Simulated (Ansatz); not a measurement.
**SiH5 (doublet): the correlation ladder at distance Si1–H5 along a hydrogen transfer = 2.072 Å, cc-pVTZ**

The task here is to estimate one member of a computed series from the others.

Program: Ansatz 0.2.0, Gaussian basis. Level of theory: cc-pVTZ, core rule «outside noble gas», up to 5 orbitals frozen. These are calculated values, not measurements.

The runs, in order: UHF; CCSD(T) on ROHF; CCSD(T) on UHF; BCCD(T) on ROHF; CISD; CCSDT(Q) on ROHF; CCSDT(Q) on UHF; CASSCF and NEVPT2, 3 electrons in 3 orbitals; CASSCF and NEVPT2, 9 electrons in 9 orbitals.

### What is computed

The geometry derives from fragments relaxed apart (PBE0/def2-TZVP) and kept rigid, so it is no stationary point. A hydrogen atom is moved between rigid fragments.

6 atoms, charge 0, spin multiplicity 2.

Atoms are counted from 1 here; the program's logs count them from 0.

Bond lengths: Si1–H2 1.485 Å, Si1–H3 1.485 Å, Si1–H4 1.485 Å, H5–H6 0.745 Å. Angles: H2–Si1–H3 109.5°, H2–Si1–H4 109.5°, H3–Si1–H4 109.5°.

Set-up of the first run:

Contents of in.yaml:

```yaml
crystal:
  periodic: [false, false, false]
  atoms:
    - {symbol: Si, position_ang: [-0.103589, 0.000000, 0.000000]}
    - {symbol: H, position_ang: [-0.598461, 1.399708, 0.000000]}
    - {symbol: H, position_ang: [-0.598461, -0.699854, 1.212183]}
    - {symbol: H, position_ang: [-0.598461, -0.699854, -1.212183]}
    - {symbol: H, position_ang: [1.968411, 0.000000, 0.000000]}
    - {symbol: H, position_ang: [2.713411, 0.000000, 0.000000]}
basis:
  gaussian: {orbitals: cc-pVTZ}
magnetization: {spin_polarized: true, initial_magnetization: 1}
hamiltonian: {xc: hf}
output: {orbitals: {seedname: orbitals}}
```

On the command line:

```console
$ ansatz run in.yaml --threads 1 --pin off --events-out ev --progress --plain --max-ram 2816MiB --backend cpu
```

Steps of the session up to this table: UHF; CCSD(T) on ROHF; CCSD(T) on UHF; BCCD(T) on ROHF; CISD; CCSDT(Q) on ROHF; CCSDT(Q) on UHF; CASSCF and NEVPT2, 3 electrons in 3 orbitals; CASSCF and NEVPT2, 9 electrons in 9 orbitals.

One table of the session follows, with a row left open; its other results are not shown here.

| method | from UCCSDT(Q) (meV) |
| --- | --- |
| ROHF | +5357.8 |
| UHF | +5272.8 |
| RMP2 | +1070.9 |
| UMP2 | +1068.7 |
| CISD | +458.4 |
| RCCSD | +144.5 |
| UCCSD | +142.8 |
| RCCSD(T) | +27.8 |
| UCCSD(T) | +27.4 |
| BCCD(T) | +27.4 |
| RCCSDT | +3.9 |
| UCCSDT | +3.1 |
| RCCSDT(Q) | +1.0 |
| UCCSDT(Q) | 0 |
| CASSCF pair | +4857.9 |
| NEVPT2 pair | +1072.0 |
| CASSCF valence | +3678.3 |
| NEVPT2 valence | ? |

Q: Estimate the row for NEVPT2 valence from the others.

As computed: from UCCSDT(Q) (meV): +1115.6. In the column «from UCCSDT(Q) (meV)» it lies between NEVPT2 pair (+1072.0) and CASSCF valence (+3678.3).

To keep in mind: Restricted and unrestricted rows rest on different reference determinants; where their highest levels disagree by more than a few hundredths of an eV, they describe different states and don't form one ladder.
